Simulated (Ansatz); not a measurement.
Reaction (SMILES): [CH3] (CH3) → CH3+ (singlet, bonded as [CH3]) + e-
B3LYP-D3(BJ)/def2-TZVP geometries, fixed; electronic energies without zero-point terms.

Effect of a fitting basis named in the input at MP2/def2-TZVPP with Ansatz (an electronic-structure program), against the last row, where the adiabatic ionisation energy is 9.71 eV. Cores are frozen. Open shells are unrestricted. The default fits or decomposes integrals by the program's own choice; accuracy: high also tightens integrals, grids and stops.

```csv
setting,largest shift of a total energy (mEh),shift of the adiabatic ionisation energy (eV)
fitting: def2-universal-jkfit and def2-SVP-RIFIT,0.602,0.025
fitting: def2-universal-jkfit and cc-pVDZ-RIFIT,0.918,0.021
fitting: def2-universal-jkfit and cc-pVTZ-RIFIT,0.039,0.000
fitting: def2-universal-jkfit and aug-cc-pVTZ-RIFIT,0.032,0.000
fitting: def2-universal-jkfit and cc-pVQZ-RIFIT,0.034,-0.001
fitting: def2-universal-jkfit and aug-cc-pVQZ-RIFIT,0.025,-0.001
accuracy: high,-0.001,0.000
accuracy: medium (default),0.000,0.000
```

Within 0.002 eV in the adiabatic ionisation energy: fitting: def2-universal-jkfit and cc-pVTZ-RIFIT; fitting: def2-universal-jkfit and aug-cc-pVTZ-RIFIT; fitting: def2-universal-jkfit and cc-pVQZ-RIFIT; fitting: def2-universal-jkfit and aug-cc-pVQZ-RIFIT; accuracy: high. The largest shift is 0.918 mEh in a total energy and 0.025 eV in the difference.
